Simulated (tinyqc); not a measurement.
Worked calculation: Hueckel theory of the pi electrons with the omega technique, for the molecule C=C(N)F (SMILES; centres numbered as the heavy atoms are written). One step of it, computed by the program tinyqc.

Question. Energy, charges, bond orders. E = sum n x; q_r = z_r - P_rr; bond order p = P_rs; free valence = sqrt(3) - sum of p over the bonds of the atom.

final x values: [3.232245, 1.947636, 0.566598, -1.246479]

occupations: [2.000000, 2.000000, 2.000000, 0.000000]

final P, order 1C, 2C, 3N, 4F:
$$\begin{pmatrix}
1.122125 & 0.944159 & -0.264297 & -0.154259 \\
0.944159 & 0.984552 & 0.284252 & 0.165906 \\
-0.264297 & 0.284252 & 1.920430 & -0.046442 \\
-0.154259 & 0.165906 & -0.046442 & 1.972894
\end{pmatrix}$$

Centres:
```
centre  z_r, pi electrons of the neutral centre         h
1C                                            1  0.000000
2C                                            1  0.000000
3N                                            2  1.500000
4F                                            2  3.000000
```

Bonds:
```
i  j         k
1  2         1
2  3  0.800000
2  4  0.700000
```

Give: pi energy = 6 alpha + this times beta; pi charges; Bond orders and lengths from R = 1.517 - 0.180 p; free valence of the carbons; gap between the highest filled and the next level.

Answer.

pi energy = 6 alpha + this times beta = 11.493

pi charges: 1C -0.122, 2C 0.015, 3N 0.080, 4F 0.027

Bond orders and lengths from R = 1.517 - 0.180 p (angstrom, C-C alone):
```
bond      p      R
1-2   0.944  1.347
2-3   0.284      -
2-4   0.166      -
```

free valence of the carbons: 1C 0.788, 2C 0.338

gap between the highest filled and the next level = 1.813 |beta|
